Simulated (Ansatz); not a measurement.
C2H3F, SMILES `C[C]F` (lower singlet) (charge 0, multiplicity 1). This singlet lies 0.87 eV below the relaxed triplet at the level frozen-core CCSD(T)/cc-pVTZ // B3LYP-D3(BJ)/def2-TZVP (Ansatz, a quantum-chemistry and plane-wave program).

Cartesian coordinates (Å):
```xyz
6

C     -0.4144     0.0382    -0.0019
C      0.8668    -0.6895     0.1606
F      1.8481     0.1574    -0.1140
H     -1.0418    -0.5616    -0.6707
H     -0.9197    -0.0179     0.9707
H     -0.3391     1.0734    -0.3446
```
Charge 0, spin multiplicity 1.

The restricted HF start is unstable towards unrestricted orbitals.

**Question.** Give the natural occupations of the active orbitals, the CASSCF energy and the corrected energy for frozen-core fic-MRCISD+Q@CASSCF(6e,6o)/cc-pVTZ // B3LYP-D3(BJ)/def2-TZVP run with Ansatz.

**Answer.** 
- natural occupations = 1.99, 1.98, 1.98, 0.02, 0.02, 0.01
- CASSCF energy = -176.9812 Ha
- corrected energy = -177.4758 Ha
- weight of the reference = 0.899
